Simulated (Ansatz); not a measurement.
# Isomers

Structures of CH5Si2 (charge -1), closed shell, relaxed at PBE0-D4/def2-TZVPD (vibrations not checked; lower isomers may exist, and structures with a doubtful reference or unclear bonds are left out). Ansatz 0.2.0; basis: def2-TZVPPD; cores frozen in the correlated methods. B3LYP uses VWN-RPA correlation.

(1) Rank them by CCSD(T) energy, lowest first, and give each one's height above the lowest. Links in brackets join atoms within 1.22 times the sum of their covalent radii (1.1 for two metals). (Judge from chemistry; the value comes from the calculation.)
A.
CH₅Si₂ ([CH3][SiH][SiH]), total charge -1
```
8
angstrom
C 0.5870 -0.5464 0.6971
Si 0.0196 0.7506 -0.5883
Si -1.8857 0.9833 -1.6255
H -2.3949 -0.2613 -0.8633
H 1.2150 1.6580 -0.7753
H 0.8659 -0.0793 1.6479
H 1.4504 -1.1189 0.3410
H -0.2334 -1.2437 0.8849
```
B.
CH₅Si₂ ([CH2][Si][SiH3]), total charge -1
```
8
angstrom
Si 0.4639 -0.1284 -1.5078
C -0.4955 1.2838 -1.0730
Si 0.4749 -1.0854 0.6884
H -0.8947 1.5284 -0.0875
H -0.7506 2.0310 -1.8294
H -0.1170 -2.4740 0.7948
H 1.8438 -1.3099 1.2930
H -0.2541 -0.3196 1.7684
```
C.
CH₅Si₂ ([SiH2][CH][SiH2]), total charge -1
```
8
angstrom
Si -0.4671 1.5956 -0.8751
C 0.5837 0.1497 -0.6491
Si 0.9184 -0.9852 0.7090
H -1.8824 1.2869 -0.4527
H -0.5417 1.8587 -2.3601
H -0.3723 -1.5246 1.2743
H 1.6291 -2.1810 0.1218
H 1.4332 0.1797 -1.3431
```

(2) Do PBE-D4, r2SCAN-D4, PBE0-D4, B3LYP-D4, wB97M-V, HF, MP2 give the same order? (A judgement: the text doesn't fix the answer.)

No T1 diagnostic of these runs exceeds 0.028. The restricted Hartree–Fock reference is unstable towards an unrestricted one at one or more of these structures.

For scale, one of the runs: CCSD(T)/def2-TZVPPD, 218 basis functions, launched by `ansatz run in.yaml --threads 2 --pin off --events-out ev --progress --plain --max-ram 4352MiB`. The run took 71 s on 2 CPU threads of an Arm Neoverse V1 (shared host), with 3 GiB of host memory at its peak.

Results:

(1) By the calculation: A (0.0 kJ/mol), B (17.7 kJ/mol), C (112.6 kJ/mol). Heights count from the lowest.

(2) The calculation gives: All do.
